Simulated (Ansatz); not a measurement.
Input file:

```yaml
crystal:
  periodic: [false, false, false]
  atoms:
    - {symbol: B, position_ang: [0.064568, 0.023749, 1.109841]}
    - {symbol: Al, position_ang: [-0.100306, 0.032123, -0.907965]}
    - {symbol: O, position_ang: [-0.023685, -0.000301, -2.515045]}
    - {symbol: H, position_ang: [0.059423, -0.055571, 2.313169]}
basis:
  gaussian: {orbitals: cc-pVDZ}
magnetization: {spin_polarized: false, initial_magnetization: 1}
correlation: {method: fic_mrcisd_q, electrons: outside_noble_gas, active_space: {window: {electrons: 9, orbitals: 9}}}
```

```sh
$ ansatz run in.yaml --threads 1 --pin off --events-out ev --progress --plain --max-ram 2393MiB
```

(1) Roughly how long does this take on 1 thread of AMD EPYC 9R45, shared host, and how much host memory?

```
486 factors; integrals over basis functions are off by at most 8.3e-4 eV
mean field evaluation 1: about -9296.2265 eV, gradient 5.4e1 eV
mean field evaluation 2: about -9296.2607 eV, gradient 5.4e1 eV
mean field evaluation 4: about -9303.3894 eV, gradient 1.3e1 eV
mean field evaluation 8: about -9304.2268 eV, gradient 1.0e0 eV
mean field evaluation 16: about -9304.2349 eV, gradient 3.8e-4 eV
mean field evaluation 32: about -9304.2341 eV, gradient 3.3e-2 eV
mean field evaluation 64: about -9302.7655 eV, gradient 3.3e-3 eV
mean field evaluation 96: about -9301.1952 eV, gradient 8.6e-1 eV
mean field evaluation 128: about -9302.2543 eV, gradient 1.0e0 eV
mean field evaluation 160: about -9304.2349 eV, gradient 3.6e-2 eV
...
mean field -9304.23491054 eV, -341.9243263253 hartree, gradient 2.9e-6 eV, S^2 0.750000; 9 other end points of the search recorded, 0 dependent functions left out
reference -9304.23491054 eV, -341.9243263253 hartree; 14, 13 occupied and 37, 38 virtual orbitals, 486 factors
state -9308.50380169 eV, -342.0812051818 hartree
...
state -9308.50380169 eV, -342.0812051818 hartree; corrected -9313.63038395 eV, -342.2696036047 hartree
state -9307.98588514 eV, -342.0621720995 hartree
...
contracted CI cycle   2: correlation -4.98374692 eV, -0.1831493211 hartree, residual 4.24e0 eV
contracted CI cycle   3: correlation -5.21576662 eV, -0.1916758880 hartree, residual 1.36e0 eV
contracted CI cycle   4: correlation -5.24198247 eV, -0.1926393026 hartree, residual 5.40e-1 eV
contracted CI cycle   5: correlation -5.24616849 eV, -0.1927931361 hartree, residual 2.21e-1 eV
contracted CI cycle   6: correlation -5.24686810 eV, -0.1928188463 hartree, residual 9.14e-2 eV
contracted CI cycle   7: correlation -5.24698764 eV, -0.1928232391 hartree, residual 3.92e-2 eV
contracted CI cycle   8: correlation -5.24700880 eV, -0.1928240169 hartree, residual 1.61e-2 eV
contracted CI cycle   9: correlation -5.24701231 eV, -0.1928241457 hartree, residual 7.20e-3 eV
contracted CI cycle  10: correlation -5.24701298 eV, -0.1928241703 hartree, residual 2.98e-3 eV
contracted CI cycle  11: correlation -5.24701310 eV, -0.1928241750 hartree, residual 1.26e-3 eV
state -9307.98588514 eV, -342.0621720995 hartree; corrected -9313.66787463 eV, -342.2709813617 hartree
state -9307.98588514 eV, -342.0621720995 hartree; corrected -9313.66787463 eV, -342.2709813617 hartree
WARN: the results are in doubt because another end's mean lies 0.518 eV lower, and its corrected mean 0.037 eV higher
Total energy: -9313.66787463 eV, -342.2709813617 hartree
In doubt: another end's mean lies 0.518 eV lower, and its corrected mean 0.037 eV higher
```

Natural occupations: 1.9805 1.9614 1.9563 1.9510 1.0013 0.0488 0.0423 0.0395 0.0190.

## Answers

(1) 17 s wall and 0.5 GiB.
